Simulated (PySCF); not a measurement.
## Which basis set comes closest?

Molecule: `O=P(O)(O)O`, H3O4P.

Geometry (Å), atoms numbered from 1 in this order:
```xyz
8

O     0.373   -0.032    1.608
P    -0.113   -0.041    0.221
O    -0.822    1.282   -0.356
O     1.041   -0.296   -0.884
O    -1.242   -1.132   -0.080
H    -0.345    2.084   -0.110
H     1.790   -0.745   -0.472
H    -1.596   -1.080   -0.977
```

Geometry PBE0-D3(BJ)/def2-SVP throughout; GIAO in PySCF 2.14, gas phase, one conformer, non-relativistic; equivalent atoms averaged; functional PBE0.

Reference values (measured; E. Pretsch, P. Bühlmann, M. Badertscher, Structure Determination of Organic Compounds, 4th ed., Springer 2009): δ(P2) = 0.0 ppm vs 85 % H3PO4. Computed shifts are taken against H3PO4, calculated as an isolated molecule at each level.

How do the basis sets STO-3G, 6-31G, 6-31G*, def2-SVP, 6-311+G(2d,p), def2-TZVP perform against the reference? Times are CPU seconds on 1 thread of an Intel Xeon Platinum 8259CL, shared host.

Answers


```tsv
basis set	functions	P2	abs. error P	core-s
STO-3G	32	-7.5	7.5	2.7
6-31G	55	-10.1	10.1	5.2
6-31G*	80	-7.5	7.5	7.5
def2-SVP	89	-6.2	6.2	7
6-311+G(2d,p)	161	-6.4	6.4	16
def2-TZVP	179	-6.4	6.4	20
```

For $^{31}$P the closest is def2-SVP (6.2 ppm, with 6-311+G(2d,p), def2-TZVP practically level) and the furthest 6-31G (10.1 ppm). Where a smaller basis beats a larger one, errors probably cancel. One molecule is a small sample, and vibrational and solvent effects are absent from the calculation.

A small basis that lands close on one nucleus may do so by chance; judge by the trend and by all nuclei.
